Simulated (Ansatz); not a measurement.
# AlH3 (SMILES [AlH3]) at 6 levels

Wanted: a comparison of 6 runs (UHF/6-31G*, r2SCAN0/3-21G, revPBE/3-21G, CAM-B3LYP/6-31G*, r2SCAN/6-31G*, CCSDTQ/6-31G*) of AlH3. 

The results are computed with Ansatz 0.2.0.

74 further runs of the same task are left out: 3 that didn't finish, 71 set aside as unsound or not needed.

### Step 1. Starting point

The species is AlH3 (4 atoms), meant as a singlet with charge 0. SMILES: `[AlH3]`. The H3–Al1 distance was set to 3.171 Å, away from the relaxed value. At this shape a bond of the SMILES string is far longer than usual.

Bond lengths: Al1–H2 1.586 Å, Al1–H4 1.586 Å. Angles: H2–Al1–H4 120.0°.

### Step 2. A single-point energy at UHF/6-31G(d) (spherical functions) (run 1)

Input file in.yaml:

```yaml
crystal:
  periodic: [false, false, false]
  atoms:
    - {symbol: Al, position_ang: [1.368185, 0.802391, -0.115299]}
    - {symbol: H, position_ang: [1.987685, 1.488091, 1.173401]}
    - {symbol: H, position_ang: [-1.340800, -0.832000, 0.105100]}
    - {symbol: H, position_ang: [2.103885, 0.932891, -1.514099]}
basis:
  gaussian:
    orbitals: 6-31G_st_-spherical.json
magnetization:
  spin_polarized: true
  initial_magnetization: 0
total_charge: 0
accuracy: high
hamiltonian:
  xc: hf
```

The basis set 6-31G* is read from a file made from the Basis Set Exchange's data (not shown).

On the command line:

```sh
$ ansatz run in.yaml --threads 1 --pin off --max-ram 2610MiB --events-out events.jsonl --progress --plain --runs-dir runs
```

The log of the run:

```text
Warning: RAYON_NUM_THREADS=1 ignored (pool sized by the plan → 1); use --threads N
Functional definition: HF
  name "HF"
  exchange = exact_x
  correlation = 0
445 factors; integrals over basis functions are off by at most 4.0e-9 eV
mean field evaluation 1: about -6623.7244 eV, gradient 8.1e0 eV
mean field evaluation 2: about -6623.7263 eV, gradient 8.1e0 eV
mean field evaluation 4: about -6624.9357 eV, gradient 6.5e-1 eV
mean field evaluation 8: about -6624.9430 eV, gradient 1.1e-4 eV
mean field evaluation 16: about -6626.2943 eV, gradient 7.8e-2 eV
mean field evaluation 32: about -6626.2911 eV, gradient 2.4e-4 eV
mean field evaluation 64: about -6624.9430 eV, gradient 1.5e-4 eV
mean field -6626.29112211 eV, -243.5117072760 hartree, gradient 8.5e-9 eV, S^2 0.876597; 3 other end points of the search recorded, 0 dependent functions left out
reference -6626.29112211 eV, -243.5117072760 hartree; 8, 8 occupied and 16, 16 virtual orbitals, 445 factors
Total energy: -6626.29112211 eV, -243.5117072760 hartree
```

Wall time 0.2 s (1 thread of Arm Neoverse V2, shared host).

### Step 3. The energy at r2SCAN0/3-21G (run 2)

Input file run.yaml:

```yaml
crystal:
  periodic: [false, false, false]
  atoms:
    - {symbol: Al, position_ang: [1.368185, 0.802391, -0.115299]}
    - {symbol: H, position_ang: [1.987685, 1.488091, 1.173401]}
    - {symbol: H, position_ang: [-1.340800, -0.832000, 0.105100]}
    - {symbol: H, position_ang: [2.103885, 0.932891, -1.514099]}
basis:
  gaussian: {orbitals: 3-21G.json}
hamiltonian: {xc: {name: r2SCAN0}}
accuracy: high
```

The basis set 3-21G is read from a file made from the Basis Set Exchange's data (not shown).

On the command line:

```sh
$ ansatz run run.yaml --threads 1 --pin off --max-ram 2610MiB --events-out events.jsonl --progress --plain --runs-dir runs
```

The log of the run:

```text
Warning: RAYON_NUM_THREADS=1 ignored (pool sized by the plan → 1); use --threads N
Functional definition: r2SCAN0
  name "r2SCAN0"
  parameter a = 0.25
  parameter k0 = 0.174
  parameter k1 = 0.065
  parameter a1 = 4.9479
  exchange = (1 - a)*r2scan_x(k0 = k0, k1 = k1, a1 = a1) + a*exact_x
  correlation = r2scan_c
365 factors; integrals over basis functions are off by at most 3.1e-9 eV
mean field evaluation 1: about -6601.6894 eV, gradient 1.3e1 eV
mean field evaluation 2: about -6598.0402 eV, gradient 1.9e1 eV
mean field evaluation 4: about -6602.9821 eV, gradient 6.5e-1 eV
mean field evaluation 8: about -6602.9797 eV, gradient 1.5e-2 eV
mean field evaluation 16: about -6602.9797 eV, gradient 5.7e-7 eV
mean field -6602.97974730 eV, -242.6550300529 hartree, gradient 1.7e-8 eV, S^2 0.000000; 0 other end points of the search recorded, 0 dependent functions left out
reference -6602.97974795 eV, -242.6550300767 hartree; 8, 8 occupied and 11, 11 virtual orbitals, 365 factors
Total energy: -6602.97974795 eV, -242.6550300767 hartree
```

It took 1.4 s on 1 thread of Arm Neoverse V2, shared host; peak memory 0.11 GiB.

Runs 3 to 5 aren't shown in full; the table further down has their settings and results.

### Step 4. The energy at CCSDTQ/6-31G(d) (spherical functions) (run 6)

run.yaml, as its differences from that of step 3:

```diff
@@ -8,4 +8,9 @@
 basis:
-  gaussian: {orbitals: 3-21G.json}
-hamiltonian: {xc: {name: r2SCAN0}}
+  gaussian:
+    orbitals: 6-31G_st_-spherical.json
+correlation:
+  method: ccsdtq
+  frozen_orbitals: {Al: 5, H: 0}
 accuracy: high
+scf:
+  omitted_lower_state_checks: [cluster_reference, increment]
```

The basis set 6-31G* is read from a file made from the Basis Set Exchange's data (not shown).

On the command line:

```sh
$ ansatz run run.yaml --threads 1 --pin off --max-ram 2610MiB --events-out events.jsonl --progress --plain --runs-dir runs
```

The log of the run:

```text
Warning: RAYON_NUM_THREADS=1 ignored (pool sized by the plan → 1); use --threads N
[... 12 lines left out ...]
5 core orbitals not correlated: weight in the atoms' cores, before any rotation towards them, 1.000 or more for the frozen orbitals, at most 0.000 for the correlated occupied ones
[... 29 lines left out ...]
WARN: these amplitudes may be one of several solutions (largest doubles amplitude 0.48, level shift 0.86 eV)
Total energy: -6628.18450294 eV, -243.5812877382 hartree
Checks for a lower state left out: cluster_reference, increment
```

It took 3.6 s on 1 thread of Arm Neoverse V2, shared host; peak memory 0.11 GiB.

### Step 5. All runs side by side

| run | level | frozen core orbitals | energy (Eh) | wall time |
| --- | --- | --- | --- | --- |
| 1 | UHF/6-31G* (spherical functions) | – | -243.511707 | 0.2 s |
| 2 | r2SCAN0/3-21G | – | -242.655030 | 1.4 s |
| 3 | revPBE/3-21G | – | -242.663068 | 0.66 s |
| 4 | CAM-B3LYP/6-31G* (spherical functions) | – | -244.036896 | 0.82 s |
| 5 | r2SCAN/6-31G* (spherical functions) | – | -244.013031 | 1.8 s |
| 6 | CCSDTQ/6-31G* (spherical functions) | 5 | -243.581288 | 3.6 s |

### Step 6. Outcome

| quantity | value |
| --- | --- |
| run 6: total energy | -243.58129 Eh |
| run 6: correlation energy (5 core orbitals frozen) | -119.1 mEh |
| run 6: T1 diagnostic | 0.059 |

In words: Totals of different functionals can't be ranked against each other. In run 6 the log says that unrestricted orbitals would lower the reference, so the values rest on an unstable closed-shell determinant (other closed-shell runs at this shape may share the fault). Spin contamination of the reference: run 1 ⟨S²⟩ = 0.88. Where it is this large, the reference is a mixture of spin states, and values that rest on it are in doubt. All runs together took 8.6 s, the longest 3.6 s.
